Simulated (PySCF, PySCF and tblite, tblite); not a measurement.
# C₃H₇NS: a path driven as rotation about a bond, and NMR exchange, part 2 of 2

PySCF and tblite. Atoms count from 0. Earlier steps stand in the parts before.

## 11. Shieldings, start: PBE0/6-311+G(2d,p)

What the job is given:

```
{"job": {"kind": "nmr", "xc": "PBE0", "basis": "6-311+G(2d,p)", "pop": false}, "charge": 0, "multiplicity": 1}
C     -1.014815    -0.870872    -0.372022
N      0.131161    -0.091618     0.014808
C     -0.095623     1.321430     0.172662
C      1.328596    -0.637387     0.216247
S      2.690088     0.154625     0.656674
H     -0.744755    -1.920611    -0.465345
H     -1.403833    -0.518532    -1.331226
H     -1.806219    -0.773776     0.376157
H     -0.847713     1.499922     0.944163
H      0.841384     1.792767     0.464596
H     -0.443564     1.756106    -0.766876
H      1.366490    -1.712739     0.064136
```

Standard output:

```text
coarse grid: 10288 points
cycle   1  E = -571.1330746587  dE =  5.941e-01  |g| = 3.935e-01  |ddm| = 2.692e+00
cycle   2  E = -571.0175648807  dE =  1.155e-01  |g| = 7.739e-01  |ddm| = 1.807e+00
cycle   3  E = -571.1807321179  dE = -1.632e-01  |g| = 1.076e-01  |ddm| = 1.202e+00
cycle   4  E = -571.1833250299  dE = -2.593e-03  |g| = 4.256e-02  |ddm| = 1.232e-01
cycle   5  E = -571.1837836947  dE = -4.587e-04  |g| = 5.267e-03  |ddm| = 4.723e-02
cycle   6  E = -571.1837889666  dE = -5.272e-06  |g| = 2.670e-03  |ddm| = 9.306e-03
final grid: 93968 points
cycle   7  E = -571.1790045632  dE = -3.180e-05  |g| = 1.126e-02  |ddm| = 4.984e-02
cycle   8  E = -571.1789348097  dE =  6.975e-05  |g| = 1.917e-02  |ddm| = 2.915e-02
cycle   9  E = -571.1790324064  dE = -9.760e-05  |g| = 3.134e-03  |ddm| = 2.341e-02
cycle  10  E = -571.1790346583  dE = -2.252e-06  |g| = 4.993e-04  |ddm| = 2.642e-03
cycle  11  E = -571.1790347055  dE = -4.713e-08  |g| = 1.789e-04  |ddm| = 5.953e-04
cycle  12  E = -571.1790347126  dE = -7.167e-09  |g| = 5.632e-05  |ddm| = 1.732e-04
cycle  13  E = -571.1790347134  dE = -8.206e-10  |g| = 9.042e-06  |ddm| = 7.789e-05
converged SCF energy = -571.1790347134

GIAO shielding tensors (ppm)
atom      isotropic    diamagn.    paramagn.     s11        s22        s33       span
  0 C      145.600     247.003    -101.403    119.546    128.233    189.021     69.475
  1 N      106.978     307.583    -200.605    -35.818    168.244    188.509    224.327
  2 C      155.029     247.270     -92.241    128.347    152.339    184.400     56.054
  3 C       -3.785     249.684    -253.469   -142.009     24.779    105.876    247.884
  4 S      203.841    1056.068    -852.227   -249.724    166.685    694.563    944.287
  5 H       28.545      30.396      -1.850     25.215     27.593     32.828      7.613
  6 H       28.834      30.235      -1.401     25.243     26.650     34.610      9.367
  7 H       28.835      30.237      -1.402     25.243     26.651     34.611      9.367
  8 H       29.690      30.295      -0.605     25.480     27.663     35.928     10.448
  9 H       25.753      29.135      -3.382     19.773     27.252     30.234     10.462
 10 H       29.689      30.293      -0.604     25.479     27.662     35.928     10.449
 11 H       22.301      29.729      -7.428     18.511     18.571     29.822     11.311
```

Run time: 12 s. Hardware: 1 thread of Intel Xeon 6975P-C, shared host; peak memory 0.76 GiB.

Key values: HOMO -6.02 eV, LUMO -0.81 eV; dipole 5.00 D.

## 12. Single-point energy, saddle of leg 1: PBE0/6-311+G(2d,p)

What the job is given:

```
{"job": {"kind": "sp", "xc": "PBE0", "basis": "6-311+G(2d,p)", "pop": false}, "charge": 0, "multiplicity": 1}
C     -1.004982    -0.852055    -0.239267
N      0.203467    -0.071133    -0.467467
C      0.004536     1.332537    -0.132133
C      1.305088    -0.613837     0.218645
S      1.455991    -0.762426     1.822528
H     -0.816921    -1.884481    -0.530421
H     -1.796066    -0.446690    -0.867502
H     -1.329259    -0.830371     0.809550
H     -0.264917     1.480169     0.922016
H      0.923277     1.878220    -0.342392
H     -0.790839     1.724019    -0.763747
H      2.110625    -0.953952    -0.429809
```

Standard output:

```text
coarse grid: 10288 points
cycle   1  E = -571.1090662502  dE =  5.039e-01  |g| = 3.493e-01  |ddm| = 2.720e+00
cycle   2  E = -571.0629533421  dE =  4.611e-02  |g| = 5.535e-01  |ddm| = 8.626e-01
cycle   3  E = -571.1377147745  dE = -7.476e-02  |g| = 1.250e-01  |ddm| = 5.224e-01
cycle   4  E = -571.1410388156  dE = -3.324e-03  |g| = 5.544e-02  |ddm| = 1.514e-01
cycle   5  E = -571.1418107389  dE = -7.719e-04  |g| = 1.091e-02  |ddm| = 6.091e-02
cycle   6  E = -571.1418343446  dE = -2.361e-05  |g| = 3.467e-03  |ddm| = 1.467e-02
cycle   7  E = -571.1418365188  dE = -2.174e-06  |g| = 8.470e-04  |ddm| = 2.629e-03
final grid: 93968 points
cycle   8  E = -571.1373744560  dE = -2.958e-05  |g| = 1.115e-02  |ddm| = 6.967e-02
cycle   9  E = -571.1372939278  dE =  8.053e-05  |g| = 2.019e-02  |ddm| = 2.874e-02
cycle  10  E = -571.1374016140  dE = -1.077e-04  |g| = 3.277e-03  |ddm| = 2.053e-02
cycle  11  E = -571.1374043423  dE = -2.728e-06  |g| = 3.179e-04  |ddm| = 2.572e-03
cycle  12  E = -571.1374043680  dE = -2.565e-08  |g| = 5.778e-05  |ddm| = 7.253e-04
cycle  13  E = -571.1374043689  dE = -8.812e-10  |g| = 1.715e-05  |ddm| = 9.252e-05
converged SCF energy = -571.1374043689
```

It took 5.6 s on 1 thread of Intel Xeon 6975P-C, shared host; peak memory 0.62 GiB.

Key values: HOMO -6.74 eV, LUMO -2.38 eV; dipole 1.71 D.

**Single-point energy: PBE0/6-311+G(2d,p)**

What the job is given:

```
{"job": {"kind": "sp", "xc": "PBE0", "basis": "6-311+G(2d,p)", "pop": false}, "charge": 0, "multiplicity": 1}
C      0.574456     1.122902    -1.204819
N      0.196964    -0.068533    -0.462106
C     -0.435385    -1.063986    -1.312307
C      1.316580    -0.617422     0.186523
S      1.427110    -0.746994     1.784661
H      1.003571     1.847327    -0.514430
H     -0.323633     1.549245    -1.648027
H      1.303255     0.913350    -2.002655
H      0.226790    -1.418055    -2.117157
H     -0.733074    -1.913164    -0.699230
H     -1.325686    -0.620885    -1.754814
H      2.141617    -0.967096    -0.450595
```

Standard output:

```text
coarse grid: 10288 points
cycle   1  E = -571.1067682275  dE =  5.149e-01  |g| = 3.613e-01  |ddm| = 2.732e+00
cycle   2  E = -571.0604532204  dE =  4.632e-02  |g| = 5.621e-01  |ddm| = 8.960e-01
cycle   3  E = -571.1381648143  dE = -7.771e-02  |g| = 1.256e-01  |ddm| = 5.658e-01
cycle   4  E = -571.1415597756  dE = -3.395e-03  |g| = 5.328e-02  |ddm| = 1.583e-01
cycle   5  E = -571.1422664791  dE = -7.067e-04  |g| = 1.293e-02  |ddm| = 6.634e-02
cycle   6  E = -571.1422995811  dE = -3.310e-05  |g| = 3.204e-03  |ddm| = 1.227e-02
cycle   7  E = -571.1423013682  dE = -1.787e-06  |g| = 7.603e-04  |ddm| = 2.431e-03
final grid: 93968 points
cycle   8  E = -571.1380558429  dE = -2.567e-05  |g| = 1.147e-02  |ddm| = 4.286e-02
cycle   9  E = -571.1379730255  dE =  8.282e-05  |g| = 2.063e-02  |ddm| = 2.673e-02
cycle  10  E = -571.1380851565  dE = -1.121e-04  |g| = 3.147e-03  |ddm| = 1.985e-02
cycle  11  E = -571.1380876679  dE = -2.511e-06  |g| = 3.222e-04  |ddm| = 2.517e-03
cycle  12  E = -571.1380876938  dE = -2.588e-08  |g| = 6.583e-05  |ddm| = 5.220e-04
cycle  13  E = -571.1380876946  dE = -7.892e-10  |g| = 3.514e-05  |ddm| = 1.171e-04
cycle  14  E = -571.1380876949  dE = -2.544e-10  |g| = 8.798e-06  |ddm| = 3.411e-05
converged SCF energy = -571.1380876949
```

Wall time 6.7 s (1 thread of Intel Xeon 6975P-C, shared host); peak memory 0.61 GiB.

In short: HOMO -6.59 eV, LUMO -2.25 eV; dipole 2.89 D.

## 13. Second level: PBE0/6-311+G(2d,p) + D3(BJ)

What the job is given:

```
{"job": {"smiles": "CN(C)C=S", "charge": 0, "mult": 1, "motion": "rotation", "what": "amide", "atoms": [3, 1], "drives": [{"terms": [["t", [4, 3, 1, 0], 0.25], ["t", [4, 3, 1, 2], 0.25], ["t", [11, 3, 1, 0], 0.25], ["t", [11, 3, 1, 2], 0.25]], "by": 180, "n": 12}], "flip": [3, 1], "study": "path", "level": {"kind": "nmr", "xc": "PBE0", "basis": "6-311+G(2d,p)", "wide": true}, "fields": [60, 360, 400], "first": 3, "seed": 182, "kind": "pathvar"}, "charge": 0, "multiplicity": 1}
C     -1.014815    -0.870872    -0.372022
N      0.131161    -0.091618     0.014808
C     -0.095623     1.321430     0.172662
C      1.328596    -0.637387     0.216247
S      2.690088     0.154625     0.656674
H     -0.744755    -1.920611    -0.465345
H     -1.403833    -0.518532    -1.331226
H     -1.806219    -0.773776     0.376157
H     -0.847713     1.499922     0.944163
H      0.841384     1.792767     0.464596
H     -0.443564     1.756106    -0.766876
H      1.366490    -1.712739     0.064136
```

Standard output:

```text
stationary points (kcal/mol above the start)
  n  kind          group   xTB      DFT    lowest mode
  0  minimum      Cs       0.00     0.00      99.7
  1  saddle       Cs      22.78    25.86    -304.4
  2  saddle       Cs      23.43    25.69    -261.7
  3  minimum      Cs       0.00     0.00     100.1

GFN2-xTB energies: T/K, barrier G, reaction G (kcal/mol), k forward, k back (1/s)
 150.00    22.25     0.00   3.14e-20   3.16e-20
 200.00    22.37     0.00   4.28e-12    4.3e-12
 250.00    22.51     0.00   3.37e-07   3.38e-07
 298.15    22.65     0.00   0.000501   0.000502
 350.00    22.81     0.00       0.14       0.14
 400.00    22.97     0.00       8.14       8.15
 500.00    23.31     0.00   2.46e+03   2.46e+03

PBE0/pcSseg-1 + D3(BJ) energies: T/K, barrier G, reaction G (kcal/mol), k forward, k back (1/s)
 150.00    26.24     0.00   5.43e-26   5.45e-26
 200.00    26.35     0.00    2.1e-16    2.1e-16
 250.00    26.47     0.00   1.22e-10   1.22e-10
 298.15    26.59     0.00   6.58e-07   6.59e-07
 350.00    26.73     0.00   0.000495   0.000496
 400.00    26.87     0.00     0.0585     0.0586
 500.00    27.16     0.00       47.7       47.7

PBE0/6-311+G(2d,p) + D3(BJ) energies: T/K, barrier G, reaction G (kcal/mol), k forward, k back (1/s)
 150.00    24.85     0.00   4.59e-24   4.61e-24
 200.00    24.96     0.00   5.66e-15   5.68e-15
 250.00    25.08     0.00   1.68e-09   1.68e-09
 298.15    25.20     0.00   5.87e-06   5.88e-06
 350.00    25.34     0.00    0.00318    0.00318
 400.00    25.48     0.00      0.296      0.297
 500.00    25.77     0.00        174        174
```

Run time: 49 s. Hardware: 1 thread of Intel Xeon 6975P-C, shared host; peak memory 0.76 GiB. This counts the runs that the step sums up.

Barriers by level (kcal/mol; entropies in cal/(mol K)). Zero-point and thermal terms come from xTB in every row. ΔG‡ leaves symmetry out; the rate counts equivalent paths (a factor of 2) and all 2 saddles; effective ΔG‡, where given, is the barrier that would give that rate by Eyring's equation alone:

```csv
level,ΔE‡,with zero-point,ΔH‡,ΔS‡,ΔG‡ (298 K),ΔE of reaction,k at 298 K (1/s),effective ΔG‡
GFN2-xTB,22.78,22.03,21.53,-3.7,22.65,0.00,0.0005,21.96
PBE0/pcSseg-1 + D3(BJ),27.08,26.05,25.59,-3.3,26.59,0.00,6.6e-07,25.89
"PBE0/6-311+G(2d,p) + D3(BJ)",25.69,24.66,24.21,-3.3,25.20,0.00,5.9e-06,24.59
```

## 14. Shieldings, start: PBE0/6-31++G**

What the job is given:

```
{"job": {"kind": "nmr", "xc": "PBE0", "basis": "6-31++G**", "pop": false}, "charge": 0, "multiplicity": 1}
C     -1.014815    -0.870872    -0.372022
N      0.131161    -0.091618     0.014808
C     -0.095623     1.321430     0.172662
C      1.328596    -0.637387     0.216247
S      2.690088     0.154625     0.656674
H     -0.744755    -1.920611    -0.465345
H     -1.403833    -0.518532    -1.331226
H     -1.806219    -0.773776     0.376157
H     -0.847713     1.499922     0.944163
H      0.841384     1.792767     0.464596
H     -0.443564     1.756106    -0.766876
H      1.366490    -1.712739     0.064136
```

Standard output:

```text
coarse grid: 10288 points
cycle   1  E = -571.1150469339  dE =  6.118e-01  |g| = 3.782e-01  |ddm| = 3.359e+00
cycle   2  E = -570.9917537728  dE =  1.233e-01  |g| = 7.651e-01  |ddm| = 2.881e+00
cycle   3  E = -571.1636964057  dE = -1.719e-01  |g| = 1.023e-01  |ddm| = 1.818e+00
cycle   4  E = -571.1664431931  dE = -2.747e-03  |g| = 2.701e-02  |ddm| = 1.889e-01
cycle   5  E = -571.1666445140  dE = -2.013e-04  |g| = 4.085e-03  |ddm| = 5.399e-02
cycle   6  E = -571.1666485415  dE = -4.027e-06  |g| = 1.225e-03  |ddm| = 1.387e-02
final grid: 93968 points
cycle   7  E = -571.1122040197  dE = -9.717e-06  |g| = 1.084e-02  |ddm| = 4.557e-02
cycle   8  E = -571.1121155680  dE =  8.845e-05  |g| = 2.040e-02  |ddm| = 4.651e-02
cycle   9  E = -571.1122368750  dE = -1.213e-04  |g| = 2.413e-03  |ddm| = 3.617e-02
cycle  10  E = -571.1122381973  dE = -1.322e-06  |g| = 2.369e-04  |ddm| = 2.602e-03
cycle  11  E = -571.1122382091  dE = -1.177e-08  |g| = 1.153e-04  |ddm| = 7.648e-04
cycle  12  E = -571.1122382123  dE = -3.172e-09  |g| = 4.497e-05  |ddm| = 2.182e-04
cycle  13  E = -571.1122382128  dE = -4.952e-10  |g| = 6.865e-06  |ddm| = 9.073e-05
converged SCF energy = -571.1122382128

GIAO shielding tensors (ppm)
atom      isotropic    diamagn.    paramagn.     s11        s22        s33       span
  0 C      156.025     243.803     -87.778    130.376    139.269    198.430     68.054
  1 N      126.853     322.925    -196.072     -4.195    181.906    202.849    207.043
  2 C      164.567     245.114     -80.548    139.131    160.744    193.825     54.694
  3 C       15.909     261.433    -245.523   -115.469     43.672    119.525    234.994
  4 S      272.871    1053.066    -780.195   -155.046    238.467    735.191    890.237
  5 H       28.511      29.140      -0.629     25.010     27.495     33.028      8.018
  6 H       28.705      28.981      -0.276     24.984     26.429     34.703      9.719
  7 H       28.706      28.982      -0.276     24.984     26.430     34.703      9.719
  8 H       29.538      29.374       0.163     25.136     27.409     36.067     10.931
  9 H       25.756      27.738      -1.982     19.467     27.551     30.250     10.783
 10 H       29.536      29.374       0.163     25.135     27.407     36.067     10.932
 11 H       22.452      30.568      -8.116     18.499     19.158     29.701     11.202
```

Run time: 7.7 s. Hardware: 1 thread of Intel Xeon 6975P-C, shared host; peak memory 0.63 GiB.

Key values: HOMO -6.01 eV, LUMO -0.79 eV; dipole 5.15 D.

## 15. Single-point energy, saddle of leg 1: PBE0/6-31++G**

What the job is given:

```
{"job": {"kind": "sp", "xc": "PBE0", "basis": "6-31++G**", "pop": false}, "charge": 0, "multiplicity": 1}
C     -1.004982    -0.852055    -0.239267
N      0.203467    -0.071133    -0.467467
C      0.004536     1.332537    -0.132133
C      1.305088    -0.613837     0.218645
S      1.455991    -0.762426     1.822528
H     -0.816921    -1.884481    -0.530421
H     -1.796066    -0.446690    -0.867502
H     -1.329259    -0.830371     0.809550
H     -0.264917     1.480169     0.922016
H      0.923277     1.878220    -0.342392
H     -0.790839     1.724019    -0.763747
H      2.110625    -0.953952    -0.429809
```

Standard output:

```text
coarse grid: 10288 points
cycle   1  E = -571.0904550701  dE =  5.223e-01  |g| = 3.319e-01  |ddm| = 3.455e+00
cycle   2  E = -571.0370353492  dE =  5.342e-02  |g| = 5.629e-01  |ddm| = 1.200e+00
cycle   3  E = -571.1207611305  dE = -8.373e-02  |g| = 1.119e-01  |ddm| = 8.048e-01
cycle   4  E = -571.1239645158  dE = -3.203e-03  |g| = 3.903e-02  |ddm| = 2.045e-01
cycle   5  E = -571.1243424687  dE = -3.780e-04  |g| = 9.919e-03  |ddm| = 8.011e-02
cycle   6  E = -571.1243633958  dE = -2.093e-05  |g| = 2.727e-03  |ddm| = 2.181e-02
cycle   7  E = -571.1243649387  dE = -1.543e-06  |g| = 6.147e-04  |ddm| = 5.319e-03
final grid: 93968 points
cycle   8  E = -571.0704516943  dE = -6.914e-06  |g| = 1.093e-02  |ddm| = 8.534e-02
cycle   9  E = -571.0703529220  dE =  9.877e-05  |g| = 2.126e-02  |ddm| = 4.271e-02
cycle  10  E = -571.0704842029  dE = -1.313e-04  |g| = 2.705e-03  |ddm| = 3.174e-02
cycle  11  E = -571.0704861044  dE = -1.901e-06  |g| = 1.659e-04  |ddm| = 3.667e-03
cycle  12  E = -571.0704861115  dE = -7.095e-09  |g| = 5.998e-05  |ddm| = 9.265e-04
cycle  13  E = -571.0704861121  dE = -6.485e-10  |g| = 3.225e-05  |ddm| = 1.368e-04
cycle  14  E = -571.0704861124  dE = -2.451e-10  |g| = 4.616e-06  |ddm| = 4.562e-05
converged SCF energy = -571.0704861124
```

Wall time 4.1 s (1 thread of Intel Xeon 6975P-C, shared host); peak memory 0.56 GiB.

This run: HOMO -6.73 eV, LUMO -2.39 eV; dipole 1.76 D.

Single-point energy: PBE0/6-31++G**:

What the job is given:

```
{"job": {"kind": "sp", "xc": "PBE0", "basis": "6-31++G**", "pop": false}, "charge": 0, "multiplicity": 1}
C      0.574456     1.122902    -1.204819
N      0.196964    -0.068533    -0.462106
C     -0.435385    -1.063986    -1.312307
C      1.316580    -0.617422     0.186523
S      1.427110    -0.746994     1.784661
H      1.003571     1.847327    -0.514430
H     -0.323633     1.549245    -1.648027
H      1.303255     0.913350    -2.002655
H      0.226790    -1.418055    -2.117157
H     -0.733074    -1.913164    -0.699230
H     -1.325686    -0.620885    -1.754814
H      2.141617    -0.967096    -0.450595
```

Standard output:

```text
coarse grid: 10288 points
cycle   1  E = -571.0879085763  dE =  5.335e-01  |g| = 3.448e-01  |ddm| = 3.444e+00
cycle   2  E = -571.0343667229  dE =  5.354e-02  |g| = 5.709e-01  |ddm| = 1.613e+00
cycle   3  E = -571.1211419121  dE = -8.678e-02  |g| = 1.125e-01  |ddm| = 9.801e-01
cycle   4  E = -571.1244350548  dE = -3.293e-03  |g| = 3.732e-02  |ddm| = 2.288e-01
cycle   5  E = -571.1247698938  dE = -3.348e-04  |g| = 1.181e-02  |ddm| = 8.283e-02
cycle   6  E = -571.1247991834  dE = -2.929e-05  |g| = 2.349e-03  |ddm| = 1.733e-02
cycle   7  E = -571.1248003476  dE = -1.164e-06  |g| = 6.728e-04  |ddm| = 3.704e-03
final grid: 93968 points
cycle   8  E = -571.0708700067  dE = -4.666e-06  |g| = 1.128e-02  |ddm| = 6.381e-02
cycle   9  E = -571.0707701442  dE =  9.986e-05  |g| = 2.159e-02  |ddm| = 4.691e-02
cycle  10  E = -571.0709049053  dE = -1.348e-04  |g| = 2.668e-03  |ddm| = 3.305e-02
cycle  11  E = -571.0709067554  dE = -1.850e-06  |g| = 1.736e-04  |ddm| = 3.576e-03
cycle  12  E = -571.0709067622  dE = -6.772e-09  |g| = 7.228e-05  |ddm| = 7.910e-04
cycle  13  E = -571.0709067630  dE = -8.918e-10  |g| = 3.342e-05  |ddm| = 1.547e-04
cycle  14  E = -571.0709067633  dE = -2.752e-10  |g| = 5.581e-06  |ddm| = 6.879e-05
converged SCF energy = -571.0709067633
```

Wall time 4.2 s (1 thread of Intel Xeon 6975P-C, shared host); peak memory 0.56 GiB.

This run: HOMO -6.59 eV, LUMO -2.27 eV; dipole 2.98 D.

## 16. Second level: PBE0/6-31++G** + D3(BJ)

What the job is given:

```
{"job": {"smiles": "CN(C)C=S", "charge": 0, "mult": 1, "motion": "rotation", "what": "amide", "atoms": [3, 1], "drives": [{"terms": [["t", [4, 3, 1, 0], 0.25], ["t", [4, 3, 1, 2], 0.25], ["t", [11, 3, 1, 0], 0.25], ["t", [11, 3, 1, 2], 0.25]], "by": 180, "n": 12}], "flip": [3, 1], "study": "path", "level": {"kind": "nmr", "xc": "PBE0", "basis": "6-31++G**", "wide": true}, "fields": [60, 360, 400], "first": 3, "seed": 182, "kind": "pathvar"}, "charge": 0, "multiplicity": 1}
C     -1.014815    -0.870872    -0.372022
N      0.131161    -0.091618     0.014808
C     -0.095623     1.321430     0.172662
C      1.328596    -0.637387     0.216247
S      2.690088     0.154625     0.656674
H     -0.744755    -1.920611    -0.465345
H     -1.403833    -0.518532    -1.331226
H     -1.806219    -0.773776     0.376157
H     -0.847713     1.499922     0.944163
H      0.841384     1.792767     0.464596
H     -0.443564     1.756106    -0.766876
H      1.366490    -1.712739     0.064136
```

Standard output:

```text
stationary points (kcal/mol above the start)
  n  kind          group   xTB      DFT    lowest mode
  0  minimum      Cs       0.00     0.00      99.7
  1  saddle       Cs      22.78    25.94    -304.4
  2  saddle       Cs      23.43    25.93    -261.7
  3  minimum      Cs       0.00     0.00     100.1

GFN2-xTB energies: T/K, barrier G, reaction G (kcal/mol), k forward, k back (1/s)
 150.00    22.25     0.00   3.14e-20   3.16e-20
 200.00    22.37     0.00   4.28e-12    4.3e-12
 250.00    22.51     0.00   3.37e-07   3.38e-07
 298.15    22.65     0.00   0.000501   0.000502
 350.00    22.81     0.00       0.14       0.14
 400.00    22.97     0.00       8.14       8.15
 500.00    23.31     0.00   2.46e+03   2.46e+03

PBE0/pcSseg-1 + D3(BJ) energies: T/K, barrier G, reaction G (kcal/mol), k forward, k back (1/s)
 150.00    26.24     0.00   5.43e-26   5.45e-26
 200.00    26.35     0.00    2.1e-16    2.1e-16
 250.00    26.47     0.00   1.22e-10   1.22e-10
 298.15    26.59     0.00   6.58e-07   6.59e-07
 350.00    26.73     0.00   0.000495   0.000496
 400.00    26.87     0.00     0.0585     0.0586
 500.00    27.16     0.00       47.7       47.7

PBE0/6-31++G** + D3(BJ) energies: T/K, barrier G, reaction G (kcal/mol), k forward, k back (1/s)
 150.00    25.10     0.00   2.29e-24   2.31e-24
 200.00    25.20     0.00   3.44e-15   3.45e-15
 250.00    25.32     0.00   1.14e-09   1.14e-09
 298.15    25.44     0.00   4.27e-06   4.28e-06
 350.00    25.58     0.00    0.00243    0.00244
 400.00    25.72     0.00      0.235      0.236
 500.00    26.01     0.00        145        145
```

It took 66 s on 1 thread of Intel Xeon 6975P-C, shared host; peak memory 0.76 GiB. This counts the runs that the step sums up.

Barriers by level (kcal/mol; entropies in cal/(mol K)). Zero-point and thermal terms come from xTB in every row. ΔG‡ leaves symmetry out; the rate counts equivalent paths (a factor of 2) and all 2 saddles; effective ΔG‡, where given, is the barrier that would give that rate by Eyring's equation alone:

```csv
level,ΔE‡,with zero-point,ΔH‡,ΔS‡,ΔG‡ (298 K),ΔE of reaction,k at 298 K (1/s),effective ΔG‡
GFN2-xTB,22.78,22.03,21.53,-3.7,22.65,0.00,0.0005,21.96
PBE0/pcSseg-1 + D3(BJ),27.08,26.05,25.59,-3.3,26.59,0.00,6.6e-07,25.89
PBE0/6-31++G** + D3(BJ),25.93,24.90,24.45,-3.3,25.44,0.00,4.3e-06,24.78
```

## 17. Summary of results

This closing draws on all 2 parts.

```
                        quantity                               value
barrier (PBE0/pcSseg-1 + D3(BJ))  ΔE‡ 27.1, ΔG‡(298 K) 26.6 kcal/mol
              barrier (GFN2-xTB)                   ΔE‡ 22.8 kcal/mol
                   rate at 298 K                         6.6e-07 s⁻¹
                 end of the path   the start, renumbered or mirrored
           coalescence of ¹³C C0                    582 K at 400 MHz
```

DFT puts the top 27.1 kcal/mol above the start (xTB: 22.8); the rate from the DFT barrier is 6.6e-07 s⁻¹ at 298 K. An error of 1.4 kcal/mol changes that rate tenfold. The ¹³C lines of C0 and its partners, 942 Hz apart at 400 MHz, merge at 582 K, so by this path alone the exchange at 298 K is slow for them; other paths were not followed. PBE0/6-311+G(2d,p) + D3(BJ) moves the barrier from 27.1 to 25.7 kcal/mol. PBE0/6-31++G** + D3(BJ) moves the barrier from 27.1 to 25.9 kcal/mol.
